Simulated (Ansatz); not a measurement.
Compare A (`CC1COC1`) with its isomer B (`C[C@@H]1O[C@H]1C`).

Gas-phase electronic energies from Ansatz, PBE0-D4/def2-TZVP geometries. CCSD(T)/CBS is the MP2 limit (def2-TZVPP, def2-QZVPP) plus CCSD(T) − MP2 in def2-TZVPP, frozen cores. DFT in def2-TZVPP. B3LYP here is the variant with VWN-RPA as its local correlation; programs differ in this.

A:

Z-matrix (Å, degrees):
```
C
C 1 1.508
H 1 1.094 2 110.9
H 1 1.093 2 111.3 3 120.1
H 1 1.093 2 111.3 3 -120.0
C 2 1.534 1 118.3 3 -49.2
C 2 1.534 1 118.3 3 49.5
H 2 1.092 1 110.6 3 -179.9
O 6 1.433 2 91.9 1 126.1
H 6 1.094 2 117.2 1 -117.8
H 6 1.098 2 114.0 1 11.4
H 7 1.098 2 114.0 1 -11.4
H 7 1.094 2 117.2 1 117.8
```

B:

Z-matrix (Å, degrees):
```
C
C 1 1.495
H 1 1.091 2 110.6
H 1 1.093 2 110.6 3 120.5
H 1 1.093 2 110.7 3 -120.0
O 2 1.423 1 116.7 3 44.4
C 2 1.460 1 122.8 3 -24.5
H 2 1.091 1 115.6 3 -178.7
C 7 1.495 2 122.8 1 -152.7
H 7 1.091 2 116.6 1 1.2
H 9 1.093 7 110.6 2 96.0
H 9 1.093 7 110.6 2 -144.4
H 9 1.091 7 110.6 2 -24.4
```

Problem. Which is lower in electronic energy at CCSD(T)/CBS, and by how much? (An estimate is asked.)

Solution. Ansatz gave: B, by 5.1 kcal/mol.

Problem. Give E(B) − E(A) in kcal/mol with MP2/def2-TZVPP, ωB97M-V, B3LYP, B3LYP-D4, HF/def2-TZVPP, PBE0-D4, CCSD/def2-TZVPP. (Estimate.)

Solution. Ansatz gave: MP2/def2-TZVPP -6.2, ωB97M-V -5.0, B3LYP -6.2, B3LYP-D4 -5.6, HF/def2-TZVPP -4.1, PBE0-D4 -5.4, CCSD/def2-TZVPP -4.4. None reverses the order clearly.

Largest T1 diagnostic: 0.011.

From PBE to PBE0 (25 % exact exchange), in def2-TZVPP and without D4, E(B) − E(A) moves by +1.2 kcal/mol.
